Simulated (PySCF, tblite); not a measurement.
**A complex of chlorine and dimethyl sulfide**

A gas-phase complex of chlorine and dimethyl sulfide; neutral, singlet. The structure comes from a short search (6 tight-binding starts) and was relaxed by PBE0-D3(BJ)/def2-SVPD; another way of binding may lie lower. No frequency run checks that it is a minimum.

```csv
part,name,SMILES,atoms,charge,multiplicity
1,chlorine,ClCl,1–2,0,1
2,dimethyl sulfide,CSC,3–11,0,1
```

| atom | part | x (Å) | y (Å) | z (Å) |
| --- | --- | --- | --- | --- |
| Cl1 | 1 | 1.204 | 1.190 | 0.022 |
| Cl2 | 1 | -0.644 | 0.210 | 0.683 |
| C3 | 2 | 2.310 | 3.879 | -1.374 |
| S4 | 2 | 3.253 | 2.532 | -0.642 |
| C5 | 2 | 3.548 | 3.199 | 1.002 |
| H6 | 2 | 2.926 | 4.787 | -1.432 |
| H7 | 2 | 1.401 | 4.061 | -0.786 |
| H8 | 2 | 2.028 | 3.561 | -2.385 |
| H9 | 2 | 4.117 | 2.444 | 1.559 |
| H10 | 2 | 2.591 | 3.380 | 1.511 |
| H11 | 2 | 4.135 | 4.125 | 0.937 |

Contacts between parts, classed by geometry: Cl1···S4 2.538 Å (short halogen bond, 174°).

Deforming the relaxed parts to their shape here costs 4.3 kcal/mol, which the interaction energies leave out.

Interaction energies are complex less parts, with the parts frozen as they stand in it; counterpoise-corrected, in kcal/mol (PySCF).

Q: How strongly do the parts interact, level by level?

A: 
```json
{"level": "wB97M-D3(BJ)/def2-SVPD", "interaction": "-9.41", "superposition error removed": "-2.11"}
{"level": "PBE0-D3(BJ)/def2-SVPD", "interaction": "-17.04", "superposition error removed": "-2.20"}
```

Q: What holds them together? Decompose the wB97M-D3(BJ)/def2-SVPD energy: frozen parts, their antisymmetrised product, then relaxation.

A: electrostatic -34.6, Pauli repulsion +57.5, orbital relaxation -32.2, dispersion correction -2.2 kcal/mol, which sum to the value before the counterpoise correction; the Pauli term holds the exchange-correlation of the frozen density too. Of the attraction, 50 % is electrostatic, 47 % is orbital relaxation, 3 % is dispersion correction.

The parts were also relaxed and run alone, at the levels used for the complex: shieldings by PBE0/pcSseg-2; core levels by delta-SCF with SCAN, pcX-2 on the ionised atom and pcseg-1 elsewhere, spin-free X2C (2p3/2 is the spin-free 2p value less a third of a first-order spin-orbit splitting).

Q: What does binding change?

A: 
```json
{"property": "Cl2–Cl1 bond (Å)", "alone": "2.029", "in the complex": "2.194", "change": "+0.164"}
{"property": "shielding of Cl1 (ppm)", "alone": "543.6", "in the complex": "519.7", "change": "-23.8"}
{"property": "shielding of S4 (ppm)", "alone": "577.0", "in the complex": "463.1", "change": "-113.9"}
{"property": "shielding of Cl2 (ppm)", "alone": "543.6", "in the complex": "332.8", "change": "-210.8"}
{"property": "Cl1 2p3/2 core level (eV)", "alone": "207.95", "in the complex": "205.73", "change": "-2.23"}
{"property": "Cl2 2p3/2 core level (eV)", "alone": "207.95", "in the complex": "204.03", "change": "-3.92"}
{"property": "S4 2p3/2 core level (eV)", "alone": "169.17", "in the complex": "170.21", "change": "+1.04"}
```
